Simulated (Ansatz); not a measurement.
AlH₃O₂ (`[OH][AlH][OH]`). The species carries charge 0 and has multiplicity 1. All single points use the PBE0-D4/def2-TZVP geometry. It is one conformer, not always the lowest.

```xyz
6

O    -0.421    1.043    1.007
Al    0.214   -0.392    0.374
O     0.267   -0.759   -1.277
H    -0.801    1.764    0.510
H     0.789   -1.446    1.378
H    -0.047   -0.210   -1.992
```

(1) What is the dipole moment at ωB97M-V/def2-TZVPP? (An estimate is asked.)

(2) And with PBE, r2SCAN, B3LYP? (Best estimate.)

(3) Give the Mulliken charges with ωB97M-V, B3LYP, PBE in def2-TZVPP. (An estimate is asked.)

Results:

(1) Ansatz gave: 2.43 D, with components (-0.89, 1.64, -1.56) D in this frame, pointing from negative to positive charge.

(2) The calculation gave: PBE 2.35 D, r2SCAN 2.43 D, B3LYP 2.39 D.

(3) The calculation gave: 
| atom | ωB97M-V | B3LYP | PBE |
| --- | --- | --- | --- |
| O1 | -0.40 | -0.41 | -0.37 |
| Al2 | 0.60 | 0.63 | 0.52 |
| O3 | -0.40 | -0.41 | -0.37 |
| H4 | 0.16 | 0.17 | 0.17 |
| H5 | -0.11 | -0.13 | -0.11 |
| H6 | 0.16 | 0.17 | 0.17 |

B3LYP here is the variant with VWN-RPA as its local correlation; programs differ in this.
